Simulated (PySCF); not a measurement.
Stretching SF

Set-up: PySCF, no relativity, basis sets S pcseg-1, F pcseg-1. Energies in eV from S + F in their ground configurations at the same level. State: ²Π (doublet), unpaired electrons π ↑.

All columns are LC-ωPBE. A positive dipole means S(−)F(+).

| R (Å) | E (eV) | μ (D) | Mulliken charge on S (basis-dependent) | HOMO (eV) | LUMO (eV) | Mayer bond order | ⟨S²⟩ |
| --- | --- | --- | --- | --- | --- | --- | --- |
| 1.410 | -2.175 | -0.01 | 0.14 | -9.36 | -1.14 | 1.14 | 0.75 |
| 1.476 | -2.843 | -0.39 | 0.20 | -9.63 | -1.40 | 1.09 | 0.75 |
| 1.542 | -3.202 | -0.74 | 0.25 | -9.89 | -1.64 | 1.05 | 0.75 |
| 1.591 | -3.322 | -1.00 | 0.28 | -10.06 | -1.81 | 1.02 | 0.75 |
| 1.640 | -3.345 | -1.24 | 0.30 | -10.23 | -1.97 | 1.00 | 0.75 |
| 1.689 | -3.294 | -1.46 | 0.32 | -10.39 | -2.12 | 0.98 | 0.75 |
| 1.755 | -3.139 | -1.75 | 0.34 | -10.58 | -2.30 | 0.96 | 0.75 |
| 1.837 | -2.849 | -2.08 | 0.36 | -10.80 | -2.49 | 0.94 | 0.75 |
| 1.935 | -2.417 | -2.43 | 0.37 | -11.03 | -2.70 | 0.93 | 0.75 |
| 2.066 | -1.783 | -2.82 | 0.36 | -11.28 | -2.90 | 0.91 | 0.77 |

A fit through these points gives, at Re = 1.629 Å, μ = -1.18 D and dμ/dR = -4.81 D/Å; the reduced mass is 11.92 u.

Problem. How strong is the fundamental in the double-harmonic approximation, I = 42.26·(dμ/dR)²/μred km/mol?

Solution. I = 42.26·(-4.81)²/11.92 = 82.0 km/mol at LC-ωPBE.

The state is the lowest determinant that a PBE0 search found; another state may lie lower at other levels.
